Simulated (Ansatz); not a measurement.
# PH+ (doublet): from Hartree-Fock to the top rungs at distance P1–H2 = 1.304 Å, cc-pVTZ

Aim: climb from Hartree-Fock through coupled cluster and multireference methods for PH+ (doublet) at one geometry and basis, and see what each rung misses.

Method: cc-pVTZ, core rule «outside noble gas», up to 5 orbitals frozen; program: Ansatz 0.2.0, Gaussian basis.

The runs, in order: UHF; CCSD(T) on ROHF; CCSD(T) on UHF; BCCD(T) on ROHF; CISD; CCSDT(Q) on ROHF; CCSDT(Q) on UHF; CASSCF and MRCISD+Q, 3 electrons in 3 orbitals; CASSCF and NEVPT2, 3 electrons in 3 orbitals; CASSCF and MRCISD+Q, 5 electrons in 5 orbitals; CASSCF and NEVPT2, 5 electrons in 5 orbitals; Full CI.

27 further runs of the same task are left out: 1 for a known fault of the program, 20 that didn't finish, 6 set aside as unsound or not needed.

### 1 The geometry

The geometry derives from a PBE0/def2-TZVP stationary point (not a proven minimum). One bond is set to the value named and the two fragments are kept rigid.

2 atoms, charge 1, spin multiplicity 2.

Atoms are counted from 1 here; the program's logs count them from 0.

Bond lengths: P1–H2 1.304 Å.

Coordinates:

| atom | x (Å) | y (Å) | z (Å) |
| --- | --- | --- | --- |
| P1 | 0.0000 | 0.0000 | 0.0000 |
| H2 | 0.0000 | 0.0000 | 1.3040 |

### 2 UHF

Input file in.yaml:

```yaml
crystal:
  periodic: [false, false, false]
  atoms:
    - {symbol: P, position_ang: [0.000000, 0.000000, 0.000000]}
    - {symbol: H, position_ang: [0.000000, 0.000000, 1.304000]}
basis:
  gaussian: {orbitals: cc-pVTZ}
total_charge: 1
magnetization: {spin_polarized: true, initial_magnetization: 1}
hamiltonian: {xc: hf}
output: {orbitals: {seedname: orbitals}}
```

Started as:

```console
$ ansatz run in.yaml --threads 1 --pin off --events-out ev --progress --plain --max-ram 2393MiB
```

The runs that follow: CCSD(T) on ROHF; CCSD(T) on UHF; BCCD(T) on ROHF; CISD; CCSDT(Q) on ROHF; CCSDT(Q) on UHF; CASSCF and MRCISD+Q, 3 electrons in 3 orbitals; CASSCF and NEVPT2, 3 electrons in 3 orbitals; CASSCF and MRCISD+Q, 5 electrons in 5 orbitals; CASSCF and NEVPT2, 5 electrons in 5 orbitals; Full CI.

Before running them: what should the planned runs give, taken together? Wanted: FCI below the RHF energy; RMP2 from FCI; UMP2 from FCI; RCCSD from FCI; RCCSD(T) from FCI; UCCSD(T) from FCI; RCCSDT(Q) from FCI; UCCSDT(Q) from FCI; NEVPT2 pair from FCI.

The runs gave:

```
                         quantity                                                                                               value
         FCI below the RHF energy                                                                                          -3.3651 eV
                    RMP2 from FCI                                                                                        +74.7 kJ/mol
                    UMP2 from FCI                                                                                        +76.6 kJ/mol
                   RCCSD from FCI                                                                                        +10.3 kJ/mol
                RCCSD(T) from FCI                                                                                         +2.1 kJ/mol
                UCCSD(T) from FCI                                                                                         +2.0 kJ/mol
               RCCSDT(Q) from FCI                                                                                          0.0 kJ/mol
               UCCSDT(Q) from FCI                                                                                         -0.1 kJ/mol
             NEVPT2 pair from FCI                                                                                        +63.4 kJ/mol
           MRCISD+Q pair from FCI                                                                                         -0.7 kJ/mol
          NEVPT2 valence from FCI                                                                                        +60.2 kJ/mol
levels within 1 kcal/mol (43 meV)  RCCSD(T), UCCSD(T), BCCD(T), RCCSDT, UCCSDT, RCCSDT(Q), UCCSDT(Q), MRCISD+Q pair, MRCISD+Q valence
                    T1 diagnostic                                                                                               0.021
   effectively unpaired electrons                                                                                                1.06
```

In words: RCCSD(T) misses by +2.1 kJ/mol, 0.6 % of the correlation energy. MRCISD+Q pair, MRCISD+Q valence fall below full CI: the +Q correction isn't variational, and the cores differ from full CI's. One determinant dominates. Of the multireference levels listed MRCISD+Q valence comes nearest in total energy (-0.4 kJ/mol), which doesn't show that its space is the better one. These misses are within one basis, not against nature; the frozen cores of restricted and unrestricted runs differ, which can shift their rows.
